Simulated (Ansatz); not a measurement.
# Abstraction of H: H2O + SiH(CH3)2 → OH + SiH2(CH3)2

Species: H2O (water) `O`, singlet; SiH(CH3)2, doublet; OH, doublet; SiH2(CH3)2 (dimethylsilane), singlet. A radical takes H: the energy is the difference in strength between the O–H bond broken and the Si–H bond made.

Shapes, held fixed at every level: PBE0-D4/def2-TZVP. Programs: Ansatz 0.2.0. The zero-point and thermal change to 298 K, harmonic and unscaled (PBE0-D4/def2-TZVP), is -10.3 kJ/mol.

Task: Estimate ΔH(298 K) of this reaction.

Result: The highest level, CCSD(T)/CBS estimate, gives ΔH(298 K) = +105.6 kJ/mol; the levels span +23.3 to +157.9. The column of differences is taken from that level and isn't an error. No measured value is set beside it here. Open shells run unrestricted. The CBS estimate extrapolates MP2 from def2-TZVPP and def2-QZVPP and adds CCSD(T) − MP2 in the triple-zeta set, cores frozen.

```tsv
level	kind	ΔH(298 K) (kJ/mol)	less CCSD(T)/CBS estimate
HF/def2-SVP	Hartree–Fock	+23.3	-82.3
SPW92/def2-TZVPP	LDA	+157.9	+52.3
PBE-D4/def2-TZVPP	GGA	+122.6	+17.0
r2SCAN-D4/def2-TZVPP	meta-GGA	+104.4	-1.2
B3LYP-D4/def2-TZVPP	global hybrid	+97.4	-8.2
r2SCAN0-D4/def2-TZVPP	global hybrid	+94.0	-11.6
CCSD/def2-TZVPP	coupled cluster or CI	+90.8	-14.8
CCSD(T)/CBS estimate	coupled cluster or CI	+105.6	0.0
```
